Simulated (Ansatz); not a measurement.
Two structures of SiH₅ClO, closed shell, reached by relaxing down either side of one saddle point (PBE0-D4/def2-TZVP). Energies are electronic, without zero-point energy. Program: Ansatz 0.2.0. Basis: def2-TZVPP and def2-QZVPP. Cores are frozen in the correlated methods. Extrapolation: Hartree–Fock as exp(−7.88 √X), correlation as X^−2.97. First:

Si1  (-0.834, -0.687, -0.390)
O2  (0.151, 0.108, 0.687)
H3  (-0.719, -2.158, -0.217)
H4  (-0.353, -0.277, -1.727)
H5  (-2.252, -0.290, -0.194)
H6  (1.520, 1.258, 0.265)
Cl7  (2.483, 2.071, -0.049)
H8  (0.004, -0.026, 1.625)
(Å)

Second:

Si1  (-0.581, -0.057, -1.102)
O2  (0.706, -0.428, 1.774)
H3  (-0.125, -1.444, -0.883)
H4  (-1.182, 0.081, -2.451)
H5  (-1.544, 0.391, -0.076)
H6  (1.360, 0.139, 1.356)
Cl7  (1.059, 1.205, -1.075)
H8  (0.306, 0.114, 2.458)
(Å)

Question: Which bonds change from the first to the second?

Answer: SiH₄O ([OH][SiH3]) + HCl → SiH₃Cl ([SiH3][Cl]) + H₂O; bonds formed: Si1–Cl7, O2–H6; bonds broken: Si1–O2, H6–Cl7.

Question: Give the saddle point's structure and its height above each. (An estimate is asked for; the value comes from the calculation.)

Answer: By the calculation: 94.3 kJ/mol above the first and 96.5 kJ/mol above the second (CCSD(T) at an estimated basis limit (MP2 extrapolated from triple and quadruple zeta, plus CCSD(T) − MP2 in triple zeta)).
Si1  (-0.485, -0.200, -0.527)
O2  (0.731, -0.300, 0.874)
H3  (-1.052, -1.498, -0.009)
H4  (0.048, -0.570, -1.849)
H5  (-1.648, 0.703, -0.415)
H6  (1.130, 0.628, 0.829)
Cl7  (0.864, 1.832, -0.638)
H8  (0.412, -0.594, 1.736)
(Å)

No T1 diagnostic of these runs exceeds 0.011.

Hydrogen chloride, the by-product of chloride precursors, can attack films and sites by steps of this kind.

Labels in which every atom is bracketed show which atoms are joined, not bond orders.

For scale, one of the runs: CCSD(T)/def2-TZVPP, 185 basis functions, launched by `ansatz run in.yaml --threads 2 --pin off --events-out ev --progress --plain --max-ram 4352MiB`. Time: 36 s of wall clock on 2 CPU threads of an Arm Neoverse V2; the host was shared. Peak host memory: 1.8 GiB.
